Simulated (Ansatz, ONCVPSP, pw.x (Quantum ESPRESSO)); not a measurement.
What a changed setting does to a pw.x run (fcc Rb)

Potential: optimised norm-conserving Vanderbilt (ONCV), ONCVPSP 4.0.1.1 (patched build), PBEsol; core [Ar] 3d10, reference 4s2 4p6 5s0.5 5p0.5; waves: 4s+5s: rc 2.05 bohr, ncon 4, nbas 9, qcut 7 1/bohr, 2 projectors; 4p+5p: rc 3.25 bohr, ncon 5, nbas 8, qcut 4.3 1/bohr, 2 projectors; d scattering state at 0.1 Ha: rc 3.05 bohr, ncon 3, nbas 7, qcut 3.5 1/bohr, 2 projectors, debl 2.9 Ha; local part: polynomial inside 1.30 bohr (lpopt 5, dvloc0 3 Ha); core correction: none.

The reference run (k-mesh 8³, cutoffs 40/160 Ry, Fermi–Dirac 0.01 Ry, mixing_beta 0.4, conv_thr 1e-9, no spin) gives -0.01 GPa at 87.199 Å³/atom, where all-electron LAPW gives -0.00 GPa. This run, with its own iteration cap, changes nbnd to 8.

```
&control
  calculation='scf', prefix='x', pseudo_dir='./', outdir='./tmp', tstress=.true., disk_io='none'
/
&system
  ibrav=0, nat=1, ntyp=1, ecutwfc=40, ecutrho=160, nbnd=8,
  occupations='smearing', smearing='fd', degauss=0.01
/
&electrons
  conv_thr=1e-09, mixing_beta=0.4, electron_maxstep=50
/
ATOMIC_SPECIES
Rb 1.0 Rb.UPF
CELL_PARAMETERS angstrom
  0.00000000 3.51960427 3.51960427
  3.51960427 0.00000000 3.51960427
  3.51960427 3.51960427 0.00000000
ATOMIC_POSITIONS crystal
Rb 0.0000 0.0000 0.0000
K_POINTS automatic
8 8 8 0 0 0
```

```bash
pw.x < Rb.scf.in > Rb.scf.out
```

Task: How does the run end?

Result: It converges in 7 iterations; the free energy moves by +0.0 meV/atom and the pressure by +0.00 GPa. The result is that of the reference run.

```
Message from routine setup:
     using ibrav=0 with symmetry is DISCOURAGED, use correct ibrav instead
     lattice parameter (alat)  =       9.4061  a.u.
     unit-cell volume          =     588.4480 (a.u.)^3
     number of electrons       =         9.00
     number of Kohn-Sham states=            8
     kinetic-energy cutoff     =      40.0000  Ry
     charge density cutoff     =     160.0000  Ry
     scf convergence threshold =      1.0E-09
     Exchange-correlation= PBESOL
     number of k points=    29  Fermi-Dirac smearing, width (Ry)=  0.0100
     iteration #  1     ecut=    40.00 Ry     beta= 0.40
     total energy              =     -48.38814298 Ry
     estimated scf accuracy    <       0.00922511 Ry
     iteration #  2     ecut=    40.00 Ry     beta= 0.40
     total energy              =     -48.38804465 Ry
     estimated scf accuracy    <       0.00135868 Ry
     iteration #  3     ecut=    40.00 Ry     beta= 0.40
     total energy              =     -48.38827490 Ry
     estimated scf accuracy    <       0.00008238 Ry
     iteration #  4     ecut=    40.00 Ry     beta= 0.40
     total energy              =     -48.38827898 Ry
     estimated scf accuracy    <       0.00000234 Ry
     iteration #  5     ecut=    40.00 Ry     beta= 0.40
     total energy              =     -48.38827922 Ry
     estimated scf accuracy    <       0.00000022 Ry
     iteration #  6     ecut=    40.00 Ry     beta= 0.40
     total energy              =     -48.38827922 Ry
     estimated scf accuracy    <       0.00000023 Ry
     iteration #  7     ecut=    40.00 Ry     beta= 0.40
     the Fermi energy is     2.0615 ev
!    total energy              =     -48.38827925 Ry
     estimated scf accuracy    <          3.3E-10 Ry
     smearing contrib. (-TS)   =      -0.00411226 Ry
     The total energy is F=E-TS. E is the sum of the following terms:
     one-electron contribution =     -27.27241402 Ry
     hartree contribution      =      14.05551187 Ry
     xc contribution           =      -7.24898880 Ry
     ewald contribution        =     -27.91827604 Ry
     convergence has been achieved in   7 iterations
          total   stress  (Ry/bohr**3)                   (kbar)     P=       -0.13
     Message from routine punch:
     Nothing written, as per user request (disk_io='none')
```

The run took about 14 s on one core of a shared host (Neoverse-N1, 64 threads, 124 GiB, load 56).
